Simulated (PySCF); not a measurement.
# [H···H···SiH], doublet: reading a ladder of total energies

Geometry: a point of a hydrogen-transfer path between rigid fragments, not a stationary point.

```tsv
atom	x (Å)	y (Å)	z (Å)
H	-2.6957	0.0479	0.0000
H	-1.4027	0.0479	0.0000
Si	0.1283	0.0479	0.0000
H	0.5247	-1.4316	0.0000
```

Basis 6-31G; PySCF 2.14.0. Correlated methods freeze the noble-gas cores, which leaves 7 electrons in 14 orbitals. Prefix R: restricted or restricted open-shell reference.

Full CI is exact within this basis and frozen core; it isn't the basis-set limit.

Restricted and unrestricted runs freeze slightly different cores, so steps under 0.03 kcal/mol mean nothing.

```csv
level,total energy (hartree)
RHF,-290.448624
RMP2,-290.496663
RCCSD,-290.519543
RCCSD(T),-290.520317
RCCSDT,-290.520653
full CI,-290.520736
```

Q: What is the correlation energy at full CI, and what share of it do RMP2 and RCCSD recover?

A: E(corr) = -290.520736 − (-290.448624) = -0.072112 hartree = -1.962 eV. RMP2: -0.048039 / -0.072112 = 66.62 %. RCCSD: -0.070919 / -0.072112 = 98.35 %.

Q: By how many kcal/mol does RCCSD(T) miss full CI (1 hartree = 627.509 kcal/mol), and which steps make up the rest?

A: -290.520317 − (-290.520736) = 0.000419 hartree = 0.26 kcal/mol. Steps: RCCSDT − RCCSD(T) = -0.21, full CI − RCCSDT = -0.05 kcal/mol. That is within 1 kcal/mol of the reference in this basis, which itself misses far more of the correlation at the basis-set limit.
